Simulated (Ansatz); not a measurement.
The input, for Ansatz 0.2.0:

```yaml
crystal:
  periodic: [false, false, false]
  atoms:
    - {symbol: Ga, position_ang: [0.000000, 0.000000, 0.000000]}
    - {symbol: As, position_ang: [0.000000, 0.000000, 2.222300]}
basis:
  gaussian: {orbitals: aug-cc-pVDZ}
magnetization: {spin_polarized: true, initial_magnetization: 0}
correlation: {method: ccsdt_q, electrons: outside_noble_gas}
```

```sh
$ ansatz run in.yaml --threads 1 --pin off --events-out ev --progress --plain --max-ram 2393MiB
```

The program prints:

```
1295 factors; integrals over basis functions are off by at most 1.8e-7 eV
mean field evaluation 1: about -113124.4765 eV, gradient 1.2e1 eV
mean field evaluation 2: about -113124.4773 eV, gradient 1.2e1 eV
mean field evaluation 4: about -113125.9825 eV, gradient 6.5e-1 eV
mean field evaluation 8: about -113125.9920 eV, gradient 1.9e-6 eV
mean field evaluation 16: about -113126.9688 eV, gradient 2.0e0 eV
mean field evaluation 32: about -113127.2844 eV, gradient 7.6e-2 eV
mean field evaluation 64: about -113126.1660 eV, gradient 1.3e-4 eV
mean field evaluation 96: about -113125.9535 eV, gradient 1.5e0 eV
mean field evaluation 128: about -113125.0728 eV, gradient 1.7e-6 eV
mean field evaluation 160: about -113127.5578 eV, gradient 1.9e-5 eV
...
cycle  29  -4.28644756 eV  change    4.8e-8 eV  update   4.3e-7
cycle  30  -4.28644737 eV  change    1.9e-7 eV  update   3.2e-7
cycle  31  -4.28644722 eV  change    1.4e-7 eV  update   2.5e-7
cycle  32  -4.28644698 eV  change    2.4e-7 eV  update   1.9e-7
cycle  33  -4.28644686 eV  change    1.2e-7 eV  update   2.1e-7
cycle  34  -4.28644678 eV  change    8.5e-8 eV  update   1.8e-7
cycle  35  -4.28644672 eV  change    5.7e-8 eV  update   1.5e-7
cycle  36  -4.28644669 eV  change    3.1e-8 eV  update   1.9e-7
cycle   1  -4.28644665 eV  update   1.3e-7
cycle   2  -4.28644663 eV  change    2.5e-8 eV  update   9.1e-8
perturbative correction -0.06813148 eV, -0.0025037858 hartree
WARN: the results are in doubt because among natural orbitals full CI differs from the method by +0.505 eV
Total energy: -113131.91237653 eV, -4157.5210962730 hartree
In doubt: among natural orbitals full CI differs from the method by +0.505 eV
```

Ran on 1 thread of Arm Neoverse V2, shared host: 3.2 min wall, 0.5 GiB peak host memory.
